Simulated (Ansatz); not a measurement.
Program: Ansatz. Geometries: PBE0-D4/def2-TZVP. ΔE: electronic, gas phase. CCSD(T)/CBS is the MP2 limit (def2-TZVPP, def2-QZVPP) plus CCSD(T) − MP2 in def2-TZVPP, frozen cores. This one scheme is used for every species, atoms too. Functionals use def2-TZVPP. B3LYP here is the variant with VWN-RPA as its local correlation; programs differ in this. HSE06 is defined as in plane-wave codes. Open shells (•) are unrestricted, without spin–orbit coupling. Spin–orbit coupling would lower the free atoms: a little for C, F. One conformer a species, not always the lowest.

Reaction (atomization): `NC(N)(N)F` → C• + F• + 6 H• + 3 N•

```csv
level,ΔE (kcal/mol),difference from CCSD(T)/CBS
LDA (SPW92),1124.6,173.8
PBE-D4,984.6,33.8
revPBE-D4,954.0,3.2
r2SCAN-D4,946.2,-4.6
B97M-V,948.6,-2.2
PBE0-D4,954.5,3.7
B3LYP-D4,955.6,4.8
r2SCANh-D4,937.4,-13.4
r2SCAN0-D4,924.6,-26.2
HSE06-D4,955.4,4.6
BHLYP-D4,912.5,-38.3
CAM-B3LYP-D4,962.1,11.3
ωB97X-V,957.8,7.0
ωB97M-V,958.4,7.6
B2PLYP,941.6,-9.2
PBE-QIDH,937.7,-13.1
PBE,980.4,29.6
revPBE,938.1,-12.7
BLYP,952.7,1.9
r2SCAN,945.2,-5.6
B3LYP,948.8,-2.0
r2SCANh,936.3,-14.5
r2SCAN0,923.5,-27.3
HSE06,952.3,1.5
BHLYP,908.1,-42.7
CAM-B3LYP,958.7,7.9
LC-ωPBE,952.7,1.9
HF/def2-SVP,622.5,-328.3
MP2/def2-SVP,895.9,-54.9
CCSD/def2-SVP,872.7,-78.1
CCSD(T)/def2-SVP,883.9,-66.9
HF/def2-TZVPP,615.2,-335.6
SCS-MP2/def2-TZVPP,935.1,-15.7
CCSD/def2-TZVPP,900.2,-50.6
CCSD(T)/def2-TZVPP,917.8,-33.0
HF/def2-QZVPP,617.1,-333.7
SCS-MP2/def2-QZVPP,957.5,6.7
HF/CBS(def2),617.3,-333.5
MP2/CBS(def2),968.3,17.5
CCSD/CBS(def2),933.2,-17.6
CCSD(T)/CBS,950.8,0
```

Largest T1 diagnostic among the species: 0.010.

The D4 term adds +6.7 kcal/mol with B3LYP and +3.5 kcal/mol with PBE0; it sums over pairs of atoms, weighted by their polarisabilities, and B3LYP, whose exchange is more repulsive, gets the larger term. From PBE to PBE0 (25 % exact exchange), in def2-TZVPP and without D4, ΔE moves by −29.4 kcal/mol: exact exchange takes away binding that semilocal exchange gives to molecules. At CCSD(T), def2-SVP lies −66.9 kcal/mol from the extrapolated value and def2-TZVPP −33.0 kcal/mol: correlation converges slowly with the basis, and small sets miss more of it in the bonded molecule than in its fragments.

For atomizations the MP2-based limit and the directly extrapolated one differ by several kJ/mol either way, and by 10 to 25 for some Ge, Se and Sn compounds, so smaller differences from it don't rank the levels.
